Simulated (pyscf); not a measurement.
`[OH2]` + `[OH][BH][OH]` -> `[OH][BH][OH]` + `[OH2]` (four-centre exchange; singlet surface; H–O, B–O broken, B–O, H–O formed). PySCF, gas phase, ωB97X-D3(BJ)/def2-SVP geometries. Correlated levels are frozen-core, on RHF or UHF. ΔMP2 is the change of the MP2 total energy from the triple- to the quadruple-zeta basis. Energies in kcal/mol from the separated reactants.

| level | barrier | reaction energy |
|---|---|---|
| PBE/def2-TZVP | 17.4 | 0.0 |
| r²SCAN/def2-TZVP | (withheld) | 0.0 |
| HF/def2-TZVP | 37.6 | 0.0 |
| MP2/def2-QZVPP | 21.7 | 0.0 |
| CCSD/def2-TZVPP | 24.5 | 0.0 |
| CCSD(T)/def2-TZVPP | 22.0 | 0.0 |
| CCSD(T)/def2-TZVPP + ΔMP2(QZVPP) | (withheld) | 0.0 |

Q: Fill in the missing entries.

A: 
- r²SCAN/def2-TZVP, barrier: 18.2
- CCSD(T)/def2-TZVPP + ΔMP2(QZVPP), barrier: 23.1

The reactants may also form a dative adduct at HO–BH–OH; it and routes through it were not searched. The products may also form a dative adduct at HO–BH–OH; it and routes through it were not searched. One saddle was located; it need not be the lowest between these sides. The CCSD(T) − MP2 part came from Ansatz, without density fitting, on the same reference.
